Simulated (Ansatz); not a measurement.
**Nudged elastic band run: ClH3Si**

Input:

```yaml
crystal:
  periodic: [false, false, false]
  atoms:
    - { symbol: Si, position_ang: [0.238212, -0.00726, 0.168572] }
    - { symbol: H, position_ang: [0.231642, -0.029888, 1.655201] }
    - { symbol: H, position_ang: [1.637712, -0.029914, -0.332935] }
    - { symbol: H, position_ang: [-0.457767, 1.210657, -0.32366] }
    - { symbol: Cl, position_ang: [-0.7586, -1.690295, -0.536378] }
basis:
  gaussian: { orbitals: def2-SVP }
hamiltonian:
  xc: b3lyp
neb:
  order_check: false
  images: 1
  f_tol: 0.05
  max_iterations: 60
  climbing: false
  final_atoms:
    - { symbol: Si, position_ang: [0.04018121, 0.03757517, -0.9964171] }
    - { symbol: H, position_ang: [1.08383331, 0.17734793, 1.40974898] }
    - { symbol: H, position_ang: [1.63324913, -0.02604533, 0.91503589] }
    - { symbol: H, position_ang: [-0.76435187, 0.96373301, -0.07194854] }
    - { symbol: Cl, position_ang: [-1.10171278, -1.69931078, -0.62561923] }
  initial_path:
    images:
      - { positions_ang: [[0.238212, -0.00726, 0.168572], [0.231642, -0.029888, 1.655201], [1.637712, -0.029914, -0.332935], [-0.457767, 1.210657, -0.32366], [-0.7586, -1.690295, -0.536378]] }
      - { positions_ang: [[-0.00015094, -0.00036705, -0.00010449], [0.99925666, 0.00228894, 1.32528712], [1.5825508, 0.00229082, 0.50078297], [-0.68948887, 1.1896162, -0.48745318], [-1.00096865, -1.7405289, -0.70771242]] }
      - { positions_ang: [[0.04018121, 0.03757517, -0.9964171], [1.08383331, 0.17734793, 1.40974898], [1.63324913, -0.02604533, 0.91503589], [-0.76435187, 0.96373301, -0.07194854], [-1.10171278, -1.69931078, -0.62561923]] }
```

Run as:

```bash
$ ansatz run input.yaml --threads 1 --pin off --max-ram 2048MiB --backend cpu --events-out ev --progress --plain --runs-dir out
```

Output, in part (warnings, iteration lines, the closing report on the highest movable image, with atoms numbered from 0):

```
NEB end point (image 0): max|allowed force component| = 6.406e-3 eV/Å (the criterion of neb.relax_end_points is 1.000e-2)
NEB end point (image 2): max|allowed force component| = 1.378e-2 eV/Å (the criterion of neb.relax_end_points is 1.000e-2)
NEB iter   1: max|band force component| = 2.016e0 eV/Å  barrier→ = 3.9170 eV  barrier← = 1.8070 eV  Δτ_max = 0.2000 Å  (68 SCF iters)
NEB iter   2: max|band force component| = 2.239e0 eV/Å  barrier→ = 2.9519 eV  barrier← = 0.8419 eV  Δτ_max = 0.1837 Å  (26 SCF iters)
NEB iter   3: max|band force component| = 6.273e-1 eV/Å  barrier→ = 2.4792 eV  barrier← = 0.3692 eV  Δτ_max = 0.0560 Å  (24 SCF iters)
NEB iter   4: max|band force component| = 4.005e-1 eV/Å  barrier→ = 2.6191 eV  barrier← = 0.5091 eV  Δτ_max = 0.0264 Å  (22 SCF iters)
NEB iter   5: max|band force component| = 2.048e-1 eV/Å  barrier→ = 2.6129 eV  barrier← = 0.5029 eV  Δτ_max = 0.0175 Å  (22 SCF iters)
NEB iter   6: max|band force component| = 5.663e-2 eV/Å  barrier→ = 2.6130 eV  barrier← = 0.5030 eV  Δτ_max = 0.0022 Å  (22 SCF iters)
NEB iter   7: max|band force component| = 3.318e-2 eV/Å  barrier→ = 2.6135 eV  barrier← = 0.5035 eV  Δτ_max = 0.0000 Å  (41 SCF iters)
Total energy: -20442.08004090 eV, -751.2325853636 hartree
Atom 0 at     0.258530    -0.029253    -0.288812 Å, force     0.444807    -0.070634     1.968975 eV/Å
Atom 1 at     0.631316     0.132781     1.324898 Å, force    -1.293936    -0.208861    -0.061689 eV/Å
Atom 2 at     1.634373    -0.083845     0.381566 Å, force     0.044244    -0.111643    -1.686199 eV/Å
Atom 3 at    -0.652616     1.123971    -0.205060 Å, force     0.340445     0.381658    -0.295631 eV/Å
Atom 4 at    -0.980404    -1.690354    -0.581792 Å, force     0.464439     0.009480     0.074544 eV/Å
Dipole moment:     0.170522     0.192308    -0.066823 e Å
```

The forces met the threshold. Neighbouring images differ by up to 2.6 eV, so the band resolves the path poorly. No image climbed, so the highest image needn't sit at the top of the path. So few images can step over the top or miss a turn of the path. The orbitals stay closed-shell, which can raise the energy where a bond breaks towards radicals; this wasn't checked here.

Final band (atoms are numbered from 1 in the order of the input):

```json
{"image": "0", "path coordinate (Å)": "0.00", "energy (kJ/mol)": "0.0", "Si1–H2 (Å)": "1.49", "Si1–H3 (Å)": "1.49", "H2–H3 (Å)": "2.44"}
{"image": "1", "path coordinate (Å)": "1.06", "energy (kJ/mol)": "252.2", "Si1–H2 (Å)": "1.66", "Si1–H3 (Å)": "1.53", "H2–H3 (Å)": "1.39"}
{"image": "2", "path coordinate (Å)": "2.12", "energy (kJ/mol)": "203.6", "Si1–H2 (Å)": "2.63", "Si1–H3 (Å)": "2.49", "H2–H3 (Å)": "0.77"}
```

Run time: 7.8 s on 1 thread of Intel(R) Xeon(R) Platinum 8488C (Sapphire Rapids), with other jobs on the host, peak memory 0.12 GiB.
